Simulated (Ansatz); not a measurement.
Bond stretch in H2, singlet.

Computed with restricted CAM-B3LYP/cc-pVQZ (Ansatz, a first-principles code).

The batch members p0 to p11 hold the bond at 0.60, 0.65, 0.68, 0.70, 0.73, 0.75, 0.77, 0.80, 0.82, 0.86, 0.92, 1.01 Å.

Ansatz input:

Ansatz 0.2 input:
```yaml
# input.yaml
basis:
  gaussian: { orbitals: cc-pvqz }
hamiltonian:
  xc: cam_b3lyp
batch:
  members: [p0.yaml, p1.yaml, p2.yaml, p3.yaml, p4.yaml, p5.yaml, p6.yaml, p7.yaml, p8.yaml, p9.yaml, p10.yaml, p11.yaml]

# p6.yaml, one of the 12 members of this batch
crystal:
  periodic: [false, false, false]
  atoms:
    - { symbol: H, position_ang: [0.0, 0.0, 0.0] }
    - { symbol: H, position_ang: [0.0, 0.0, 0.77] }
total_charge: 0
magnetization:
  spin_polarized: false
```

Lines of the output on each member:

```
Member 2: Total energy: -31.80848906 eV, -1.1689404125 hartree
Member 3: Total energy: -31.85539733 eV, -1.1706642594 hartree
Member 1: Total energy: -31.69661715 eV, -1.1648291954 hartree
Member 0: Total energy: -31.37249702 eV, -1.1529180003 hartree
Member 4: Total energy: -31.89071889 eV, -1.1719623030 hartree
Member 7: Total energy: -31.84524510 eV, -1.1702911721 hartree
Member 6: Total energy: -31.88357614 eV, -1.1716998117 hartree
Member 5: Total energy: -31.89410474 eV, -1.1720867308 hartree
Member 8: Total energy: -31.80672802 eV, -1.1688756955 hartree
Member 10: Total energy: -31.50008861 eV, -1.1576069049 hartree
Member 9: Total energy: -31.70398286 eV, -1.1650998803 hartree
Member 11: Total energy: -31.12087772 eV, -1.1436711618 hartree
```

The restricted form behind RKS-CAM-B3LYP keeps the bonding electrons paired and can't separate into open-shell fragments.
